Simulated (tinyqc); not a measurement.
Extended Hueckel theory, for BH3, step by step. One step of it, computed by the program tinyqc.

Task: Wolfsberg-Helmholz matrix. H_ij = K' S_ij (H_ii + H_jj)/2 for i != j (the diagonal keeps H_ii), with K' = K + D^2 + D^4 (1 - K), D = (H_ii - H_jj)/(H_ii + H_jj), K = 2.

overlap S, lower triangle:
```
,1B 2s,1B 2px,1B 2py,1B 2pz,2H 1s,3H 1s,4H 1s
1B 2s,1.000000
1B 2px,0.000000,1.000000
1B 2py,0.000000,0.000000,1.000000
1B 2pz,0.000000,0.000000,0.000000,1.000000
2H 1s,0.496685,0.536695,0.000000,-0.018775,1.000000
3H 1s,0.496678,-0.268342,0.464790,-0.018775,0.097448,1.000000
4H 1s,0.496678,-0.268342,-0.464790,-0.018775,0.097448,0.097443,1.000000
```

diagonal H_ii (eV): 1B 2s -15.200000, 1B 2px -8.500000, 1B 2py -8.500000, 1B 2pz -8.500000, 2H 1s -13.600000, 3H 1s -13.600000, 4H 1s -13.600000

K = 2.000000

Give: H.

Result:

H (eV), lower triangle:
```
,1B 2s,1B 2px,1B 2py,1B 2pz,2H 1s,3H 1s,4H 1s
1B 2s,-15.200
1B 2px,0.000,-8.500
1B 2py,0.000,0.000,-8.500
1B 2pz,0.000,0.000,0.000,-8.500
2H 1s,-14.327,-12.160,0.000,0.425,-13.600
3H 1s,-14.326,6.080,-10.531,0.425,-2.651,-13.600
4H 1s,-14.326,6.080,10.531,0.425,-2.651,-2.650,-13.600
```
